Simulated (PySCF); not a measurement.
# Atomic charges by several schemes

Compound: methoxyacetate, C3H5O3 (charge -1).
Geometry (GFN2-xTB, Å), atoms numbered from 1 in this order:
```xyz
11
C3H5O3 angstrom
C      1.4467   -0.3041    0.4214
O      0.3026   -1.1020    0.2744
C     -0.7174   -0.4622   -0.4870
C     -1.3214    0.9156    0.0415
O     -0.8608    1.3912    1.0847
O     -2.2099    1.3558   -0.7000
H      2.1478   -0.8704    1.0383
H      1.9092   -0.0964   -0.5583
H      1.2001    0.6428    0.9077
H     -0.3537   -0.2844   -1.5144
H     -1.5379   -1.1831   -0.5343
```

Density: PBE0/pcSseg-1 (PySCF); schemes: Mulliken, IAO, Hirshfeld and ESP-fitted. Geometry: GFN2-xTB, one conformer, isolated ion. The pcSseg-1 basis has no diffuse functions, a weakness for an anion.

What partial charge does each atom carry?

In e; atoms taken as equivalent share a row and are averaged (×n: the atom named and its like, n in all):

```tsv
atom	environment	Mulliken	IAO	Hirshfeld	ESP-fitted
C1	methoxy carbon	-0.011	-0.203	-0.070	-0.111
O2	ether oxygen	-0.531	-0.414	-0.181	-0.367
C3	sp3 carbon bound to oxygen	-0.033	-0.151	-0.048	-0.059
C4	carboxylate carbon	+0.363	+0.495	+0.098	+0.819
O5/O6	carboxylate oxygen	-0.574	-0.657	-0.429	-0.773
H7/H8/H9	methyl hydrogen	+0.070	+0.119	+0.015	+0.067
H10/H11	methylene hydrogen	+0.074	+0.115	+0.008	+0.031
```

Mean size of the charges over all atoms: ESP-fitted 0.288 e, IAO 0.288 e, Mulliken 0.222 e, Hirshfeld 0.120 e. Each set sums to the total charge, -1, to within 0.001 e. The Hirshfeld scheme divides the density at each point in proportion to the densities of the neutral, spherically averaged free atoms.

Some averages cover members that differ in this geometry: H7/H8/H9, Mulliken +0.035 to +0.113; H7/H8/H9, IAO +0.086 to +0.153; H7/H8/H9, ESP-fitted +0.036 to +0.103; O5/O6, ESP-fitted -0.798 to -0.748 e.

Lowest charge. All schemes agree: Mulliken O5/O6 (-0.574); IAO O5/O6 (-0.657); Hirshfeld O5/O6 (-0.429); ESP-fitted O5/O6 (-0.773).

Highest charge. All schemes agree: Mulliken C4 (+0.363); IAO C4 (+0.495); Hirshfeld C4 (+0.098); ESP-fitted C4 (+0.819).

How many electrons does the IAO scheme count on O6?

Its own charge is -0.666 e, so Z − q = 8.666.

Sum the charges by element.

```json
{"element": "C", "atoms": "3", "Mulliken": "+0.319", "IAO": "+0.141", "Hirshfeld": "-0.020", "ESP-fitted": "+0.649"}
{"element": "O", "atoms": "3", "Mulliken": "-1.679", "IAO": "-1.728", "Hirshfeld": "-1.040", "ESP-fitted": "-1.913"}
{"element": "H", "atoms": "5", "Mulliken": "+0.360", "IAO": "+0.587", "Hirshfeld": "+0.060", "ESP-fitted": "+0.264"}
```

These values come from a run that also computed NMR shieldings. On an Arm Neoverse V1 with one thread, shared host with 32 logical CPUs at a one-minute load of 13, this took 12 s (grids of density and orbitals included) and 0.57 GiB of memory at its peak.
